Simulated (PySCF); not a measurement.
CN⁺: energy against distance

Set-up: C def2-TZVPPD, N def2-TZVPPD; no relativity (PySCF 2.14). Energies in eV from C⁺ + N in their ground configurations at the same level. All curves are PBE0. state 1: ³Π (triplet), unpaired electrons σ ↑, π ↑; state 2: Ms = 0 determinant of mixed spin (⟨S²⟩ near 1.0), unpaired electrons σ ↑, π ↓, a second solution, started from another occupation; state 3: ³Σ⁻ (triplet), unpaired electrons π ↑↑, a second solution, started from another occupation; state 4: Ms = 0 determinant of mixed spin (⟨S²⟩ near 1.0), unpaired electrons π ↑↓, a mixture of terms (⟨Lz²⟩ = 2.0), a second solution, started from another occupation.

| R (Å) | state 1 | state 2 | state 3 | state 4 |
| --- | --- | --- | --- | --- |
| 1.056 | -3.586 | -3.198 | -0.458 | 0.035 |
| 1.105 | -4.547 | -4.185 | -1.969 | -1.486 |
| 1.154 | -5.083 | -4.746 | -3.011 | -2.537 |
| 1.191 | -5.274 | -4.955 | -3.555 | -3.086 |
| 1.228 | -5.326 | -5.024 | -3.936 | -3.473 |
| 1.265 | -5.270 | -4.985 | -4.188 | -3.729 |
| 1.314 | -5.070 | -4.805 | -4.365 | -3.912 |
| 1.375 | -4.688 | -4.443 | -4.397 | -3.949 |
| 1.449 | -4.126 | -3.901 | -4.248 | -3.804 |
| 1.547 | -3.384 | -3.159 | -3.857 | -3.415 |

Put a parabola through the three lowest points of the state 1 curve and estimate Re, k and ωe (reduced mass 6.462 u; 1 eV/Å² = 0.16022 mdyn/Å; ωe = 1302.8·√(k/μ) cm⁻¹).

Through R = 1.191, 1.228, 1.265 Å the second-order coefficient is 39.4 eV/Å², so Re ≈ 1.227 Å, k ≈ 12.6 mdyn/Å and ωe ≈ 1822 cm⁻¹. A polynomial fit of higher order to the unrounded PBE0 energies gives Re = 1.226 Å, k = 12.9 mdyn/Å, ωe = 1841 cm⁻¹; anharmonicity and rounding make the difference.

The higher-order fit for each curve: state 1: Re = 1.226 Å, ωe = 1841 cm⁻¹, De = 5.33 eV; state 2: Re = 1.232 Å, ωe = 1812 cm⁻¹, minimum 5.02 eV below the ground-state fragments; state 3: Re = 1.355 Å, ωe = 1357 cm⁻¹, minimum 4.41 eV below the ground-state fragments; state 4: Re = 1.357 Å, ωe = 1355 cm⁻¹, minimum 3.96 eV below the ground-state fragments.

⟨S²⟩ of the unrestricted solution departs from its pure value on part of the curve, where spin states mix. For an ion De counts to the pair picked by the measured ionisation energies or electron affinities, which need not be the lowest pair at this level. The state was picked by a PBE0 search and need not be the measured ground state.
